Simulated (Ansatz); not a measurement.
BaMg$_{2}$Sb$_{2}$ (P-3m1)

Theory: Ansatz 0.2.0, DFT r2SCAN, scalar-relativistic, plane waves, PAW.

Plane waves to 500 eV, a k mesh through Γ of 6×6×4 on the computed 5-atom cell and Gaussian smearing (0.02 eV); no spin polarisation.

The structure is relaxed at this level of theory with its symmetry kept. Whether it is the stable form of this composition wasn't checked.

```cif
data_structure
_symmetry_space_group_name_H-M 'P-3m1'
_symmetry_Int_Tables_number 164
_cell_length_a 4.7906
_cell_length_b 4.7906
_cell_length_c 8.1912
_cell_angle_alpha 90.000
_cell_angle_beta 90.000
_cell_angle_gamma 120.000
_cell_volume 162.80
loop_
_atom_site_label
_atom_site_type_symbol
_atom_site_symmetry_multiplicity
_atom_site_Wyckoff_symbol
_atom_site_fract_x
_atom_site_fract_y
_atom_site_fract_z
_atom_site_occupancy
Ba1 Ba 1 a 0.00000 0.00000 0.00000 1
Mg1 Mg 2 d 0.33333 0.66667 0.62323 1
Sb1 Sb 2 d 0.33333 0.66667 0.26936 1
```

```
Space group                                                                                                                                 : P-3m1 (No. 164)
Volume per atom                                                                                                                             : 32.56 Å³
Formation energy from the elements' standard states (uncorrected)                                                                           : -0.969 eV/atom
Generalised Kohn–Sham band gap                                                                                                              : 1.20 eV, indirect from Γ to M
Löwdin character of the top 1 eV of the valence band                                                                                        : Sb 5p 92 %, unprojected 6 %
Electron masses at the edge by Cartesian direction of the standard setting (m_e; degenerate bands sorted by energy; no spin-orbit coupling) : x: 0.14; y: 0.92; z: 1.5
Hole masses at the edge by Cartesian direction of the standard setting (m_e; degenerate bands sorted by energy; no spin-orbit coupling)     : x: 0.60, 0.12; y: 0.59, 0.12; z: 0.64, 0.64
Bulk modulus                                                                                                                                : 40 GPa
Its pressure derivative                                                                                                                     : 4.2
Bader charges (e)                                                                                                                           : Ba (1 in the cell) 1.34, Mg (2 in the cell) 1.55, Sb (2 in the cell) -2.22
```

Spin-orbit coupling is left out, which matters for the bands of heavy elements.